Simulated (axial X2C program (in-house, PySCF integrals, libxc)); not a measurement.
## NaN: properties at the nuclei

Computed with an in-house all-electron X2C program for linear molecules (integrals from PySCF): two-component X2C with atomic mean-field Coulomb and Gaunt terms, Gaussian nuclei, basis Na dyall-cv3z, N dyall-av3z with contracted cores.

R = 2.242 Å (near the PBE0 minimum at charge 0 of the determinant lowest at the starting distance; the state shown can have its own minimum elsewhere).

Determinant lowest in the PBE0 search, Ω = 1 (⟨Sz⟩ = 1.00, ⟨Lz⟩ = 0.00 at PBE0), spin on the atoms Na -0.10, N 1.10:

```
 level  Eeff magnitude (GV/cm)  Ws magnitude Na (kHz)  Ws magnitude N (kHz)  A∥/gI Na (MHz)  qzz Na (a.u.)  A∥/gI N (MHz)  qzz N (a.u.)  μ (D)
  PBE0                 0.00655                0.00149              0.000714            -115          -0.21          -79.2         -1.14  -6.58
  BP86                 0.00309               0.000517              0.000323            -100          -0.18          -95.1         -1.18  -6.10
   LDA                 0.00385               0.000698              0.000404            -135          -0.18          -98.5         -1.10  -5.71
r2SCAN                 0.00567                0.00112              0.000715            -140          -0.21          -36.6         -1.09  -5.85
```

Eeff is the effective electric field on the electron electric dipole moment in this Ω state and Ws the scalar–pseudoscalar constant of the nucleus named (defined with the proton number Z and per Ω); A∥ (defined per Ω) follows by multiplying with gI = μI/(I μN); qzz is the electric field gradient, eQq0 = 234.96 MHz × Q/barn × qzz; μ is positive if the N end (last atom) is positive. The operators were transformed with the bare-nucleus X2C matrices; with these basis sets, hyperfine constants and field gradients can be off by tens of per cent, and where levels differ in sign neither size nor sign is settled.

**Question.** With gI(23Na) = 1.4783, Q(23Na) = 0.104 barn, Q(14N) = 0.02044 barn (g factors from the IAEA table of nuclear moments by Stone; Q from Pyykkö, Mol. Phys. 2018), turn the PBE0 values of the first state into constants in MHz.

**Answer.** A∥(23Na) = -115 × 1.4783 = -170 MHz; eQq0(23Na) = 234.96 × (0.104) × (-0.21) = -5.13 MHz; eQq0(14N) = 234.96 × (0.02044) × (-1.14) = -5.47 MHz.

Each state is one determinant with collinear spin, which with several unpaired electrons need not be a pure state. With several open shells hyperfine constants can be off by a factor of several. Where Eeff spreads by more than a factor of two the levels disagree and none is to be relied on. Open-shell Ω = 0 determinants with evenly filled partner blocks cannot be reached by this program, so the Ω shown need not be the lowest component. Left out as unconverged or as another state under the same occupation: HF in at least one table. The search compared states at one distance, so a state with another bond length can lie lower. Further determinants of the search, some of them spin-mixed, are not shown. Where a field gradient or hyperfine factor spreads by more than a factor of two over the levels, a constant derived from it is not to be relied on.
